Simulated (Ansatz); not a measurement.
# LiMg− (triplet): from Hartree-Fock to the top rungs at distance Li1–Mg2 = 2.359 Å, aug-cc-pVTZ

One table from this session's results is given with a row withheld; the runs are named, their logs left out.

Computed with Ansatz 0.2.0, Gaussian basis. Level: aug-cc-pVTZ, core rule «outside noble gas», up to 6 orbitals frozen.

The runs, in order: UHF; CCSD(T) on ROHF; CCSD(T) on UHF; BCCD(T) on ROHF; CCSDT(Q) on ROHF; CCSDT(Q) on UHF; Full CI.

38 further runs of the same task are left out: 21 for a known fault of the program, 10 that didn't finish, 7 set aside as unsound or not needed.

**The system**

The geometry derives from a PBE0/def2-TZVPD stationary point (not a proven minimum). One bond is set to the value named and the two fragments are kept rigid.

2 atoms, charge -1, spin multiplicity 3.

Atoms are counted from 1 here; the program's logs count them from 0.

Bond lengths: Li1–Mg2 2.359 Å.

Set-up of the first run:

in.yaml

```yaml
crystal:
  periodic: [false, false, false]
  atoms:
    - {symbol: Li, position_ang: [0.000000, 0.000000, 0.000000]}
    - {symbol: Mg, position_ang: [0.000000, 0.000000, 2.359000]}
basis:
  gaussian: {orbitals: aug-cc-pVTZ}
total_charge: -1
magnetization: {spin_polarized: true, initial_magnetization: 2}
hamiltonian: {xc: hf}
output: {orbitals: {seedname: orbitals}}
```

On the command line:

```sh
ansatz run in.yaml --threads 1 --pin off --events-out ev --progress --plain --max-ram 2393MiB
```

Steps of the session up to this table: UHF; CCSD(T) on ROHF; CCSD(T) on UHF; BCCD(T) on ROHF; CCSDT(Q) on ROHF; CCSDT(Q) on UHF; Full CI.

One of the session's tables, all rows but one given; the rest of the session is left out.

| method | from FCI (kcal/mol) |
| --- | --- |
| ROHF | +38.90 |
| UHF | +35.97 |
| RMP2 | +11.93 |
| UMP2 | +13.71 |
| RCCSD | +3.05 |
| UCCSD | +2.90 |
| RCCSD(T) | +0.90 |
| UCCSD(T) | +0.94 |
| BCCD(T) | ? |
| RCCSDT | +0.14 |
| UCCSDT | +0.13 |
| RCCSDT(Q) | +0.03 |
| UCCSDT(Q) | +0.02 |
| FCI | 0 |

Estimate the missing values for BCCD(T).

As computed: from FCI (kcal/mol): +0.88. In the column «from FCI (kcal/mol)» it lies between RCCSDT (+0.14) and RCCSD(T) (+0.90).

To keep in mind: Levels on UHF freeze UHF's core orbitals, full CI those of ROHF, so the U rows can settle a little off it for that reason alone. Restricted and unrestricted rows rest on different reference determinants; where their highest levels disagree by more than a few hundredths of an eV, they describe different states and don't form one ladder.
